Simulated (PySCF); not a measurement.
## Running PySCF for BO

File input.py (PySCF 2.14):

```python
from pyscf import gto, scf, cc

mol = gto.M(
    atom='B 0 0 0; O 0 0 1.338',
    basis='6-311g**',
    charge=0,
    spin=1,
    verbose=4,
)
mf = scf.ROHF(mol)
mf.kernel()
mycc = cc.CCSD(mf, frozen=2)
mycc.kernel()
mycc.ccsd_t()
mf.dip_moment()
print('orbital energies (hartree):', mf.mo_energy[..., max(0, mol.nelec[1]-3):mol.nelec[0]+3].round(4))
```

```bash
$ python input.py
```

Output (some set-up lines and the per-cycle HOMO/LUMO lines with their warnings removed):

```
PySCF version 2.14.0

[INPUT] Symbol           X                Y                Z      unit          X                Y                Z       unit  Magmom
[INPUT]  1 B      0.000000000000   0.000000000000   0.000000000000 AA    0.000000000000   0.000000000000   0.000000000000 Bohr   0.0
[INPUT]  2 O      0.000000000000   0.000000000000   1.338000000000 AA    0.000000000000   0.000000000000   2.528453554668 Bohr   0.0

nuclear repulsion = 15.8199465147982
number of shells = 16
number of NR pGTOs = 62
number of NR cGTOs = 36
basis = 6-311g**
ecp = {}

******** <class 'pyscf.scf.rohf.ROHF'> ********
method = ROHF
initial guess = minao
damping factor = 0
level_shift factor = 0
DIIS = <class 'pyscf.scf.diis.CDIIS'>
SCF conv_tol = 1e-09
SCF max_cycles = 50
num. doubly occ = 6  num. singly occ = 1
init E= -99.3284668612262
cycle= 1 E= -99.3582443929525  delta_E= -0.0298  |g|= 0.67  |ddm|= 0.909
cycle= 2 E= -99.2552973250216  delta_E= 0.103  |g|= 0.977  |ddm|= 0.743
cycle= 3 E= -99.4954446057288  delta_E= -0.24  |g|= 0.0809  |ddm|= 0.407
cycle= 4 E= -99.5035812681521  delta_E= -0.00814  |g|= 0.0465  |ddm|= 0.104
cycle= 5 E= -99.506460644181  delta_E= -0.00288  |g|= 0.0149  |ddm|= 0.0812
cycle= 6 E= -99.5066299295064  delta_E= -0.000169  |g|= 0.00591  |ddm|= 0.0166
cycle= 7 E= -99.5066907764729  delta_E= -6.08e-05  |g|= 0.00225  |ddm|= 0.015
cycle= 8 E= -99.5066929307852  delta_E= -2.15e-06  |g|= 0.000346  |ddm|= 0.00253
cycle= 9 E= -99.5066930814844  delta_E= -1.51e-07  |g|= 0.000158  |ddm|= 0.00103
cycle= 10 E= -99.5066931066769  delta_E= -2.52e-08  |g|= 9.72e-06  |ddm|= 0.000287
cycle= 11 E= -99.5066931067849  delta_E= -1.08e-10  |g|= 1.89e-06  |ddm|= 1.9e-05
Extra cycle  E= -99.506693106786  delta_E= -1.12e-12  |g|= 1.63e-06  |ddm|= 1.8e-06
converged SCF energy = -99.506693106786

WARN: RCCSD method does not support ROHF method. ROHF object is converted to UHF object and UCCSD method is called.

******** <class 'pyscf.cc.uccsd.UCCSD'> ********
CC2 = 0
CCSD nocc = (np.int64(5), np.int64(4)), nmo = (34, 34)
frozen orbitals 2
max_cycle = 50
direct = 0
conv_tol = 1e-07
conv_tol_normt = 1e-06
Init t2, MP2 energy = -0.274877821255902
Init E_corr(UCCSD) = -0.275943636831338
cycle = 1  E_corr(UCCSD) = -0.25469668319651  dE = 0.0212469536  norm(t1,t2) = 0.140623
cycle = 2  E_corr(UCCSD) = -0.274249721353786  dE = -0.0195530382  norm(t1,t2) = 0.0573196
cycle = 3  E_corr(UCCSD) = -0.271770705573606  dE = 0.00247901578  norm(t1,t2) = 0.0472737
cycle = 4  E_corr(UCCSD) = -0.274491231968968  dE = -0.0027205264  norm(t1,t2) = 0.0185717
cycle = 5  E_corr(UCCSD) = -0.27508979220304  dE = -0.000598560234  norm(t1,t2) = 0.00521785
cycle = 6  E_corr(UCCSD) = -0.275133377882804  dE = -4.35856798e-05  norm(t1,t2) = 0.00235399
cycle = 7  E_corr(UCCSD) = -0.275031514602417  dE = 0.00010186328  norm(t1,t2) = 0.00115632
cycle = 8  E_corr(UCCSD) = -0.275095194175597  dE = -6.36795732e-05  norm(t1,t2) = 0.000487284
cycle = 9  E_corr(UCCSD) = -0.275087786839519  dE = 7.40733608e-06  norm(t1,t2) = 0.00027408
cycle = 10  E_corr(UCCSD) = -0.27509091705764  dE = -3.13021812e-06  norm(t1,t2) = 0.000126476
cycle = 11  E_corr(UCCSD) = -0.275087273958722  dE = 3.64309892e-06  norm(t1,t2) = 4.26998e-05
cycle = 12  E_corr(UCCSD) = -0.275086393419114  dE = 8.80539608e-07  norm(t1,t2) = 1.4441e-05
cycle = 13  E_corr(UCCSD) = -0.275085969822795  dE = 4.23596319e-07  norm(t1,t2) = 6.80066e-06
cycle = 14  E_corr(UCCSD) = -0.275085853513286  dE = 1.16309509e-07  norm(t1,t2) = 2.29578e-06
cycle = 15  E_corr(UCCSD) = -0.275085870055882  dE = -1.65425963e-08  norm(t1,t2) = 1.31976e-06
cycle = 16  E_corr(UCCSD) = -0.275085910560526  dE = -4.05046436e-08  norm(t1,t2) = 6.60614e-07
UCCSD converged
E(UCCSD) = -99.78177901734649  E_corr = -0.2750859105605259
UCCSD(T) correction = -0.0152224550088774
Dipole moment(X, Y, Z, Debye): -0.00000,  0.00000, -3.48574
orbital energies (hartree): [-0.6131 -0.4872 -0.4872 -0.2613  0.1139  0.1139  0.2543]
```

In short: E(SCF) = -99.506693 Eh, 11 cycles, E(CCSD) − E(SCF) = -0.27509 Eh, (T) = -0.01522 Eh, μz(SCF) = -3.49 D.

Wall time 3.1 s on one thread of a shared host.

The bond length is a typed value, not an optimised one. No search for the lowest solution was made.
